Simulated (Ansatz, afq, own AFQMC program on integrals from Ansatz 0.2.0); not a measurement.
**Where AFQMC and coupled cluster stand for AlO, quartet**

```xyz
2

Al    0.0000    0.0000    0.0000
O     0.0000    0.0000    4.9180
```

Basis 6-31G. Only valence electrons are correlated. Integrals, coupled cluster, full CI and functionals: Ansatz 0.2.0; the random walks run on the same integrals in our own AFQMC program. The CISD trial takes its coefficients from CCSD amplitudes. Released means that phaseless walkers are propagated on without the constraint, phases kept. ± is one standard error of the sampling.

Determinant: UHF, the one that the program's search chose, which needn't be the lowest solution. The geometry is a point of a scan.

Full CI on the same integrals is exact in this basis and with this determinant's frozen core.

Cautions: lower spins were not checked.

The T1 diagnostic is 0.0059, the weight of the determinant in the CISD state is 0.935 and the ⟨S²⟩ of the determinant is 3.754. The size of the correlated space is 9 electrons in 16 orbitals.

Reference: full CI, correlation energy -2.392 eV. The released energy is read at 2.40 1/Eh (meV from the phaseless value at times in 1/Eh: -1.4 ± 1.3 at 0.24, -0.1 ± 1.1 at 0.51, -1.0 ± 0.9 at 0.99, -1.5 ± 1.0 at 1.62, -0.3 ± 1.1 at 2.40).

```tsv
level	E − E(reference) (mEh)	share of correlation (%)
HF	87.89	0.00
MP2	21.09	76.00
CCSD	0.66	99.24
CCSD(T)	0.21	99.76
CCSDT	0.06	99.93
CCSDT(Q)	0.03	99.96
CCSDTQ	0.00	100.00
ph-AFQMC/CISD	0.15 ± 0.04	99.83
released AFQMC	0.13 ± 0.04	99.85
```

CCSDT and higher add their correlation energy to the determinant of the CCSD(T) run, since their own runs factorise the integrals more tightly (a shift of under 2 meV). Released energies are given only where the last usable release times agree within the noise; a slower fall can still hide under it.
